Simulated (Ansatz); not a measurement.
**Enthalpy of formation of some tetrahedrally bonded semiconductors and semimetals**

Method: r²SCAN (plane waves, PAW; Ansatz, an electronic-structure program). References are measured values at room or unstated temperature, uncorrected unless marked, so that the deviations hold thermal and zero-point effects besides the level's error. The table is a random draw of 6 from 8 solids with such references.

Values in eV/atom.

```
solid             reference  r²SCAN  deviation (eV/atom)
----------------  ---------  ------  -------------------
zinc-blende GaAs      -0.37  -0.453               -0.083
zinc-blende ZnSe      -0.85  -0.851               -0.001
zinc-blende CuI      -0.352  -0.192               +0.160
wurtzite CdSe         -0.75  -0.765               -0.015
zinc-blende InSb      -0.16  -0.248               -0.088
zinc-blende GaSb      -0.22  -0.236               -0.016
```

Over these 6 solids the mean deviation is -0.007 eV/atom, the mean absolute deviation 0.060 eV/atom (median 0.050 eV/atom), and the worst case zinc-blende CuI at +0.160 eV/atom; the value is too low in 5 of 6 cases. Over all 8, from unrounded values, the mean deviation is -0.021 eV/atom and the mean absolute deviation 0.061 eV/atom (median 0.064 eV/atom).

Spin–orbit coupling is left out, also for the solids with elements from indium on (zinc-blende CuI, zinc-blende InSb, zinc-blende GaSb); its size isn't shown.

Formation is from the elements' reference phases, gases as molecules.

Differences are worked out from the printed values.

The solid named is at each level's own relaxed cell; a reference phase can be a single point on another level's cell. Ansatz's density-functional and Hartree–Fock values are scalar-relativistic unless marked +SOC, with PAW data made under PBE.

Not in this set, of the tetrahedrally bonded semiconductors and semimetals with a reference value in our tables and a result at some level: 9 for no value at r²SCAN (not run, a failed fit, an unstable or unbound cell, or a value held back for tests); 4 for sources at odds; 3 for a reference of another kind, counted apart; 1 for a doubt noted on the run at r²SCAN. These can be a level's best or worst cases. At least 3 more with a reference value are held back for tests. Solids without a released value at any level aren't counted. Sums of energies from LAMMPS, tight-binding programs and other DFT programs aren't taken. Layered and molecular crystals are counted apart. The metals Ce to Yb are counted apart.

References as tabulated in Zhang et al. (2018), doi:10.1038/s41524-018-0065-z; Wang et al. (2021), doi:10.1038/s41598-021-94550-5.
